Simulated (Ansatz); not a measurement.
Z-matrix (Å, degrees):
```
C
Cl 1 1.783
B 1 1.549 2 116.9
H 1 1.096 2 107.6 3 -123.7
H 1 1.096 2 107.6 3 123.6
H 3 1.192 1 122.9 2 0.1
H 3 1.198 1 116.7 2 -180.0
```

Total charge 0; spin multiplicity 1.

**Question.** List the PBE/def2-TZVPP orbital energies in eV (the Gaussian-basis code of Ansatz). (Estimate.)

**Answer.** The calculation gave: Occupied: -2738.74, -270.26, -249.28, -190.06, -189.77, -189.76, -177.58, -21.16, -16.92, -12.42, -11.19, -10.73, -9.26, -8.33, -7.04, -6.80. Lowest empty: -2.83, -0.34, 0.47, 1.55, 1.74, 2.18, 2.72, 3.77.
